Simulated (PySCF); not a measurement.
A species of formula C4H7NO has this rotational fingerprint, computed with PBE0/def2-SVPD in PySCF (dipole) on a GFN2-xTB geometry, gas phase:

| Quantity | Value |
| --- | --- |
| Rotational constants | A = 7254, B = 3500, C = 2501 MHz |
| Dipole components | \|μa\| = 4.25 D, \|μb\| = 0.73 D, \|μc\| = 0.27 D |
| Inertial defect | -12.02 u·Å² |
| κ | -0.58 |

Question: Which candidate fits, each taken in the one conformer that was computed?
A. `[CH3:1][C:2](=[O:3])[N:4]1[CH2:5][CH2:6]1` with C1–C2–N4–C5 144°
B. `[CH3:1][CH2:2][O:3][CH2:4][C:5]#[N:6]` with C1–C2–O3–C4 -69°, C2–O3–C4–C5 -59° (ethoxyacetonitrile)
C. `[O:1]=[C:2]1[CH2:3][CH2:4][CH2:5][NH:6]1` with O1–C2–C3–C4 166°, C2–C3–C4–C5 25°, C3–C4–C5–N6 -26°, C4–C5–N6–C2 19°

Answer: C. It is O=C1CCCN1, an asymmetric top, point group C1. The candidates at the same level (rigid rotor, commonest isotopes):

| SMILES | A (MHz) | B (MHz) | C (MHz) | μa (D) | μb (D) | μc (D) | Δ (u·Å²) | point group | rotor |
| --- | --- | --- | --- | --- | --- | --- | --- | --- | --- |
| CCOCC#N | 6917 | 2208 | 1983 | 2.68 | 0.92 | 1.46 | -47.14 | C1 | near-prolate asymmetric top |
| CC(=O)N1CC1 | 6768 | 3081 | 2245 | 2.61 | 2.94 | 0.49 | -13.63 | C1 | asymmetric top |
| O=C1CCCN1 | 7254 | 3500 | 2501 | 4.25 | 0.73 | 0.27 | -12.02 | C1 | asymmetric top |

`CC(=O)N1CC1` has B 12 % too low; `CCOCC#N` has B 37 % too low. No structure here is proved a minimum.
